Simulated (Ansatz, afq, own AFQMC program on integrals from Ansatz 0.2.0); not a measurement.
**Ge2, triplet → Ge2, quintet**

```xyz
2

Ge    0.0000    0.0000    0.0000
Ge    0.0000    0.0000    2.3831
```

E(quintet, charge +0) − E(triplet, charge +0) at this geometry, on UHF and UHF determinants.

Basis cc-pVDZ. Only valence electrons are correlated. Integrals, coupled cluster, full CI and functionals: Ansatz 0.2.0; the random walks run on the same integrals in our own AFQMC program. ph-AFQMC/CISD is guided by a CISD state made of CCSD amplitudes; releasing the constraint for a short imaginary time cuts its bias at the price of noise, slowly where states lie close. Uncertainties: one standard error, sampling alone. No spin–orbit coupling. The errors of all members are added in quadrature.

No full CI on the walks' own integrals is used here; CCSDT(Q) serves as the reference and is uncertain by about the last step of the cluster series. Each member takes its own surest rung, up to full CI.

Errors are counted within cc-pVDZ, not against nature.

Cautions: inner d shell frozen; no relativity below Rb; no spin-orbit coupling; Ge₂ (triplet): lower spins were not checked, its ph-AFQMC/CISD value lies 32 ± 9 meV above CCSDT(Q); Ge₂ (quintet): another spin lies lower.

| level | vertical spin gap (kcal/mol) |
| --- | --- |
| CCSD | 26.6 |
| HF | 16.6 |

Problem. From these cheaper values, estimate the vertical spin gap at the reference level in cc-pVDZ.

Solution. 28.0 kcal/mol (CCSDT(Q) in cc-pVDZ).

```json
{"level": "MP2", "vertical spin gap (kcal/mol)": "25.6", "error against CCSDT(Q) (kcal/mol)": "-2.3"}
{"level": "CCSD(T)", "vertical spin gap (kcal/mol)": "27.7", "error against CCSDT(Q) (kcal/mol)": "-0.3"}
{"level": "CCSDT", "vertical spin gap (kcal/mol)": "27.8", "error against CCSDT(Q) (kcal/mol)": "-0.1"}
{"level": "ph-AFQMC/CISD", "vertical spin gap (kcal/mol)": "27.6 ± 0.3", "error against CCSDT(Q) (kcal/mol)": "-0.4 ± 0.3"}
{"level": "released AFQMC", "vertical spin gap (kcal/mol)": "27.8 ± 0.3", "error against CCSDT(Q) (kcal/mol)": "-0.2 ± 0.3"}
```

Correlation beyond CCSD(T) adds 0.3 kcal/mol. The perturbative (T) step is worth +1.1 kcal/mol.

A walk keeps the symmetry of its determinant, which the program's search chose and which needn't be the lowest solution, so a lower state of the same spin and another symmetry isn't excluded. Released energies are given only where the last usable release times agree within the noise; a slower fall can still hide under it.
